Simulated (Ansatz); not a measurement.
A nudged elastic band was laid between two geometries of C4H7NS (13 atoms, charge 0, multiplicity 1).

Theory: Ansatz, RKS PBE0/def2-SVP.

| Property | Result |
| --- | --- |
| movable images | 5 |
| climbing image | yes |
| spring | 5.0 eV/Å² |
| optimiser | quadratic models (default) |
| start path | through a guess of the saddle point |
| force threshold | 0.05 eV/Å |
| iteration limit | 60 |
| end points | relaxed |

First end point:

```xyz
13
Properties=species:S:1:pos:R:3
C 0.407 -0.680 -2.409
C 0.226 -0.246 -1.293
C -0.041 0.252 0.069
C 0.728 -0.577 1.096
N -1.449 0.261 0.417
S 0.557 2.004 0.060
H 0.573 -1.061 -3.400
H 0.385 -1.624 1.067
H 0.542 -0.175 2.101
H 1.805 -0.557 0.888
H -1.971 0.794 -0.277
H -1.810 -0.693 0.402
H 0.069 2.267 1.294
```

Last end point:

```xyz
13
Properties=species:S:1:pos:R:3
C 0.520 -0.770 -2.437
C 0.235 -0.360 -1.335
C -0.114 0.146 -0.003
C 0.715 -0.551 1.075
N -1.510 -0.075 0.246
S 0.385 1.969 -0.091
H 0.777 -1.132 -3.416
H 0.477 -1.625 1.079
H 0.469 -0.136 2.066
H 1.788 -0.411 0.896
H -1.767 0.279 1.165
H -2.080 0.411 -0.444
H 0.127 2.220 1.214
```

Question: What changes between the two ends?

Answer: No bond is made or broken.

Question: What energy profile does the band end with?

Answer: The forces met the threshold. The highest image is number 3 of 0 to 6, 16.3 kJ/mol above the first end and 14.1 kJ/mol above the last; the last end lies 2.2 kJ/mol above the first. A vibrational analysis at the climbing image gives one clearly imaginary mode, 320i cm⁻¹: a first-order saddle point.

| image | path coordinate (Å) | energy (kJ/mol) |
| --- | --- | --- |
| 0 | 0.00 | 0.0 |
| 1 | 0.46 | 3.6 |
| 2 | 0.93 | 12.0 |
| 3 | 1.39 | 16.3 |
| 4 | 1.83 | 12.1 |
| 5 | 2.28 | 5.0 |
| 6 | 2.72 | 2.2 |

Question: What is the geometry of the highest image?

Answer: 
```xyz
13
Properties=species:S:1:pos:R:3
C 0.469 -0.793 -2.375
C 0.231 -0.334 -1.280
C -0.096 0.186 0.054
C 0.737 -0.531 1.119
N -1.521 0.033 0.341
S 0.399 1.984 -0.013
H 0.684 -1.189 -3.350
H 0.474 -1.599 1.119
H 0.486 -0.123 2.110
H 1.814 -0.417 0.936
H -1.939 0.946 0.494
H -1.997 -0.374 -0.461
H 0.281 2.177 1.321
```

Question: What are the harmonic wavenumbers there?

Answer: 320i, 152, 186, 243, 293, 325, 361, 395, 461, 572, 638, 700, 711, 818, 834, 891, 982, 1065, 1144, 1192, 1309, 1380, 1448, 1456, 1625, 2240, 2697, 3064, 3165, 3185, 3488, 3561, 3647 cm⁻¹.

Time of the run: 4 min on 2 threads of Arm Neoverse V1, on a shared host, peak memory 0.32 GiB.
